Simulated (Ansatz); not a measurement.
**Two structures, one formula**

Two relaxed structures of C2H6N (charge +1), closed shell (PBE0-D4/def2-TZVP; forces vanish, vibrations not checked).

A:

C1  (-0.657, 0.781, -0.410)
C2  (0.337, -0.278, -0.290)
N3  (0.640, -0.860, 0.808)
H4  (-1.412, 0.468, -1.142)
H5  (-0.176, 1.662, -0.852)
H6  (-1.133, 1.044, 0.534)
H7  (0.872, -0.614, -1.177)
H8  (0.191, -0.610, 1.683)
H9  (1.339, -1.594, 0.846)
(Å)

B:

```tsv
atom	x (Å)	y (Å)	z (Å)
C1	-0.3694	0.8993	-0.2587
C2	0.4465	-0.1213	-0.3938
N3	0.6184	-1.1014	0.6949
H4	0.3552	-2.0457	0.3953
H5	-0.4779	1.6045	-1.0730
H6	-0.9533	1.0822	0.6378
H7	1.0487	-0.3474	-1.2636
H8	0.0386	-0.8586	1.5022
H9	1.5921	-1.1436	1.0123
```

Computed with Ansatz 0.2.0 (basis: def2-TZVPP); correlated methods freeze the cores. B3LYP uses VWN-RPA correlation.

Question: Which structure is lower at CCSD(T), and by how much? (Judge from chemistry; the value comes from the calculation.)

Answer: Computed: A, by 56.6 kJ/mol (electronic energy, against the other). By their contacts, A is C₂H₆N ([CH3][CH][NH2]), total charge +1 and B is C₂H₆N ([CH2][CH][NH3]), total charge +1.

All methods give the same order:

| method | E(B) − E(A) (kJ/mol) |
| --- | --- |
| PBE-D4 | 66.0 |
| r2SCAN-D4 | 68.4 |
| PBE0-D4 | 66.1 |
| B3LYP-D4 | 65.4 |
| wB97M-V | 63.0 |
| HF | 73.7 |
| MP2 | 56.8 |
| CCSD | 57.9 |
| CCSD(T) | 56.6 |

No T1 diagnostic of these runs exceeds 0.014.

Labels in which every atom is bracketed show which atoms are joined, not bond orders.

For scale, one of the runs: CCSD(T)/def2-TZVPP, 177 basis functions, launched by `ansatz run in.yaml --threads 2 --pin off --events-out ev --progress --plain --max-ram 4352MiB`. Hardware: 2 CPU threads of an Arm Neoverse V1, shared host. Wall time 25 s; peak host memory 1.7 GiB.
